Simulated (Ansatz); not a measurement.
# A ladder of methods for P2H4 (SMILES PP)

P2H4: 6 atoms, total charge 0, spin state singlet. SMILES: `PP`. The shape was relaxed beforehand at r2SCAN/def2-SVP. This is one conformer, not always the lowest.

Each level gives the adiabatic electron affinity (to the doublet anion, shapes relaxed at r2SCAN/def2-SVP, no zero-point term) (eV). The values are calculated.

The electron affinity is E(neutral) − E(anion): positive where the electron is bound.

```
             level                    kind  program  value (eV)  less CCSD(T)/def2-TZVPP  CPU time (all runs)
     HF/def2-TZVPP            Hartree–Fock   Ansatz       -1.15                    -0.42                  5 s
    PBE/def2-TZVPP                     GGA   Ansatz       -0.45                    +0.28                4.5 s
  B3LYP/def2-TZVPP           global hybrid   Ansatz       -0.37                    +0.36                6.2 s
wB97M-V/def2-TZVPP  range-separated hybrid   Ansatz       -0.68                    +0.05                 21 s
    MP2/def2-TZVPP     perturbation theory   Ansatz       -0.85                    -0.12                5.3 s
CCSD(T)/def2-TZVPP   coupled cluster or CI   Ansatz       -0.73                     0.00                 54 s
```

Differences are taken from CCSD(T)/def2-TZVPP for orientation; it has basis-set and higher-order errors of its own. The values span -1.15 to -0.37 eV. Negative values mean that the anion is unbound at that level; they are set by how diffuse the basis is and aren't properties of the molecule, whose anion may well be bound. In so small a basis fixed costs decide the times, and correlated methods can beat functionals. CPU times are rough (shared hosts, several kinds of processor and program).
